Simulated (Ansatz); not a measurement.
C₂H₄FNO, SMILES `N/C=C(\O)F`, 9 atoms. Total charge 0; spin multiplicity 1. All runs use 4 threads of a server CPU on a shared host. Correlated methods freeze the cores.

Question: How many basis functions does each run have, and how long does it take in Ansatz? RKS CAM-B3LYP-D4/def2-TZVPP energy; RKS PBE0-D4/def2-QZVPP energy; RKS PBE0-D4/def2-TZVP relaxation (8 steps); RHF-CCSD(T)/def2-TZVPP energy; RKS PBE0-D4/def2-SVP energy; RKS PBE-D4/def2-TZVPP energy and forces; RKS ωB97M-V/def2-SVP energy; direct RPA on PBE orbitals/def2-TZVPP energy; RKS PBE0-D4/def2-TZVP frequencies; RKS ωB97M-V/def2-QZVPP energy; RHF-CCSD(T)/def2-SVP energy; RHF-MP2/def2-QZVPP energy. (Best estimate.)

Answer: Ansatz gave: Other jobs shared the machine, so times are rough.

| level | job | functions | wall time | peak host memory (GiB) |
| --- | --- | --- | --- | --- |
| RKS PBE0-D4/def2-SVP | energy | 90 | 0.7 s | 0.16 |
| RKS PBE-D4/def2-TZVPP | energy and forces | 211 | 1.6 s | 0.22 |
| RKS CAM-B3LYP-D4/def2-TZVPP | energy | 211 | 1.9 s | 0.5 |
| RKS ωB97M-V/def2-SVP | energy | 90 | 2.5 s | 0.24 |
| RHF-CCSD(T)/def2-SVP | energy | 90 | 2.8 s | 0.36 |
| direct RPA on PBE orbitals/def2-TZVPP | energy | 211 | 3.3 s | 0.43 |
| RKS PBE0-D4/def2-QZVPP | energy | 405 | 4 s | 1 |
| RKS ωB97M-V/def2-QZVPP | energy | 405 | 10 s | 1.2 |
| RHF-MP2/def2-QZVPP | energy | 405 | 12 s | 2 |
| RKS PBE0-D4/def2-TZVP | relaxation (8 steps) | 179 | 17 s | 0.37 |
| RHF-CCSD(T)/def2-TZVPP | energy | 211 | 69 s | 3.3 |
| RKS PBE0-D4/def2-TZVP | frequencies | 179 | 69 s | 0.37 |
